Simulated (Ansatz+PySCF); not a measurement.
**doublet ClO₂: levels of theory in one basis**

```xyz
3

Cl    0.0000    0.1282   -1.6917
O     0.0000   -0.4994    0.4371
O     0.0000    0.3712    1.2546
```

Basis set: cc-pVTZ on O; cc-pV(T+d)Z on Cl (spherical functions). Left uncorrelated: 7 orbitals. Correlation on ROHF uses semicanonical orbitals with singles. Charge 0, multiplicity 2.

Computed with Ansatz (development build ahead of 0.2.0); each method stands on the lowest determinant of its kind that the runs found.

```
     method  E − E(ROHF) (eV)  <S²> of the determinant
       ROHF              0.00                     0.75
        UHF             -2.51                     1.70
    UHF-MP2            -18.88                     1.70
   UHF-CCSD            -19.65                     1.70
UHF-CCSD(T)            -20.38                     1.70
```

**Question.** What does ROHF-MP2 give on the same scale?

**Answer.** -17.67 eV.

The restricted and unrestricted rows may stand on different electronic states: another unrestricted solution lies nearer the restricted one.

Caution for ROHF, ROHF-MP2: an unrestricted determinant lies well below. Caution for UHF, UHF-MP2, UHF-CCSD, UHF-CCSD(T): the unrestricted determinant is a mixture of spin states. Caution for ROHF-MP2, UHF-MP2: forces differ strongly between restricted and unrestricted references. Caution for ROHF-MP2, UHF-CCSD(T): another reference gives a lower total.
